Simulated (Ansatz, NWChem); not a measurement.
## The same job for NWChem

This Ansatz 0.2.0 job computes C2H3F3 (1,1,1-trifluoroethane):

in.yaml:
```yaml
crystal:
  periodic: [false, false, false]
  atoms:
    - {symbol: C, position_ang: [-1.201938, -0.267208, 0.919129]}
    - {symbol: C, position_ang: [0.557600, 0.109900, -0.423700]}
    - {symbol: F, position_ang: [1.692800, -0.382000, 0.093900]}
    - {symbol: F, position_ang: [0.395200, -0.458200, -1.627700]}
    - {symbol: F, position_ang: [0.754200, 1.420300, -0.629900]}
    - {symbol: H, position_ang: [-1.028138, 0.210092, 1.882529]}
    - {symbol: H, position_ang: [-1.324538, -1.340308, 1.058829]}
    - {symbol: H, position_ang: [-2.099138, 0.147392, 0.461629]}
basis:
  gaussian:
    orbitals: cc-pVDZ
output:
  orbitals: {seedname: orbitals}
hamiltonian:
  xc: {name: CAM-B3LYP}
accuracy: high
```

```bash
$ ansatz run in.yaml --threads 1 --pin off --max-ram 3480MiB --events-out events.jsonl --progress --plain --runs-dir runs
```

The C1–C2 distance was set to 2.245 Å, away from the relaxed value.

It gives a total energy of -377.361031 Eh.

Q: Translate the job to NWChem 7.3.0 as an input file of the program's own.

A: This input was run:

c2h3f3.nw:
```
start c2h3f3
title "C2H3F3"
memory 2200 mb
charge 0
geometry noautosym nocenter noautoz
  C     -1.201938    -0.267208     0.919129
  C      0.557600     0.109900    -0.423700
  F      1.692800    -0.382000     0.093900
  F      0.395200    -0.458200    -1.627700
  F      0.754200     1.420300    -0.629900
  H     -1.028138     0.210092     1.882529
  H     -1.324538    -1.340308     1.058829
  H     -2.099138     0.147392     0.461629
end
basis spherical bse
  * library cc-pVDZ
end
dft
  xc xcamb88 1.00 lyp 0.81 vwn_5 0.19 hfexch 1.00
  cam 0.33 cam_alpha 0.19 cam_beta 0.46
  grid xfine
  convergence energy 1e-08
  direct
  maxiter 100
  mulliken
end
task dft energy
```

```bash
$ nwchem c2h3f3.nw > c2h3f3.out
```

Its energy is -377.361031 Eh, the same as the first but for the last digit, at most.
